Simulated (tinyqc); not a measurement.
Worked calculation: UHF in the sto-3g basis, for H2O, spin multiplicity 3. This run ends on a higher stationary point, not on the lowest solution. One step of it, computed by the program tinyqc.

Question. Iteration 2: DIIS coefficients. Solve [B -1; -1 0][c; lambda] = [0; -1] for the coefficients, which sum to one.

B (overlaps of the stored error matrices):
```
               1              2
1  2.1589991e-01  1.3587291e-01
2  1.3587291e-01  1.1883475e-01
```

Give: DIIS coefficients.

Answer.

DIIS coefficients: -0.270  1.270
